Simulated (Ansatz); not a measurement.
BaBiO2Cl (Cmcm, No. 63; cell taken from a computed entry), treated with HSE06+SOC in Ansatz (PAW).

Run with plane-wave cutoff 460 eV, 4×4×4 k mesh, Fermi–Dirac smearing 0.01 eV, PAW data made under PBE.

Cell (relaxed with PBEsol):

```cif
data_Ba4Bi4Cl4O8
_chemical_formula_sum 'Ba4 Bi4 Cl4 O8'
_space_group_name_H-M_alt 'Cmcm'
_space_group_IT_number 63
_space_group_name_Hall '-C 2c 2'
_cell_length_a 5.85577
_cell_length_b 12.84006
_cell_length_c 5.68599
_cell_angle_alpha 90.000
_cell_angle_beta 90.000
_cell_angle_gamma 90.000
loop_
_atom_site_label
_atom_site_type_symbol
_atom_site_symmetry_multiplicity
_atom_site_Wyckoff_symbol
_atom_site_fract_x
_atom_site_fract_y
_atom_site_fract_z
_atom_site_occupancy
Ba1 Ba 4 c 0.00000 0.38100 0.25000 1
Bi1 Bi 4 c 0.00000 0.07756 0.25000 1
Cl1 Cl 4 c 0.00000 0.74617 0.25000 1
O1 O 8 e 0.22901 0.00000 0.00000 1
```
(The calculation used a cell of 10 atoms; values per cell refer to that cell.)

Problem. Predict the band gap, smallest direct gap on the k points sampled and direct gap at Γ.

Solution. 
band gap: 4.09 eV (indirect)
smallest direct gap on the k points sampled: 4.14 eV
direct gap at Γ: 4.57 eV

Note: cell and atoms aren't relaxed at this level (pressure 0.8 GPa).

Static lattice: no zero-point or thermal effects.

The result took very roughly 90 core-minutes.

Ansatz is a program for electronic structure.
